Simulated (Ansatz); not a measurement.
in.yaml

```yaml
crystal:
  periodic: [false, false, false]
  atoms:
    - {symbol: O, position_ang: [-0.939423, -0.231644, 0.000000]}
    - {symbol: H, position_ang: [-1.188732, 0.694932, 0.000000]}
    - {symbol: H, position_ang: [0.252577, -0.231644, 0.000000]}
    - {symbol: Br, position_ang: [1.875577, -0.231644, 0.000000]}
basis:
  gaussian: {orbitals: STO-3G}
magnetization: {spin_polarized: true, initial_magnetization: 1}
hamiltonian: {xc: hf}
output: {forces: true, orbitals: {seedname: orbitals}}
```

```sh
$ ansatz run in.yaml --threads 1 --pin off --events-out ev --progress --plain --max-ram 2393MiB
```

Task: Roughly how long does this take on 1 thread of Arm Neoverse V2, shared host, and how much host memory?

Result: 0.39 s wall and 0.07 GiB.

```
268 factors; integrals over basis functions are off by at most 3.1e-5 eV
mean field evaluation 1: about -71280.7685 eV, gradient 9.0e0 eV
mean field evaluation 2: about -71280.8025 eV, gradient 9.1e0 eV
mean field evaluation 4: about -71281.8772 eV, gradient 7.9e-1 eV
mean field evaluation 8: about -71281.8891 eV, gradient 3.8e-2 eV
mean field evaluation 16: about -71281.8453 eV, gradient 7.4e-1 eV
mean field evaluation 32: about -71282.1532 eV, gradient 1.5e-4 eV
mean field evaluation 64: about -71280.6763 eV, gradient 1.2e0 eV
mean field -71282.15320663 eV, -2619.5708135648 hartree, gradient 3.0e-6 eV, S^2 0.804727; 2 other end points of the search recorded, 0 dependent functions left out
the calculation of the forces begins
reference -71282.15320663 eV, -2619.5708135648 hartree; 23, 22 occupied and 2, 3 virtual orbitals, 268 factors
Total energy: -71282.15320663 eV, -2619.5708135648 hartree
Atom 0 at    -0.939423    -0.231644     0.000000 Å, force     0.617302    -3.032795     0.000000 eV/Å
Atom 1 at    -1.188732     0.694932     0.000000 Å, force    -0.427464     2.905931    -0.000000 eV/Å
Atom 2 at     0.252577    -0.231644     0.000000 Å, force     0.085569     0.017699    -0.000000 eV/Å
Atom 3 at     1.875577    -0.231644     0.000000 Å, force    -0.275407     0.109165     0.000000 eV/Å
Dipole moment:    -0.335451     0.292747     0.000000 e Å
```

Forces (eV/Å):
```
O    0.617 -3.033  0.000
H   -0.427  2.906  0.000
H    0.086  0.018  0.000
Br  -0.275  0.109  0.000
```
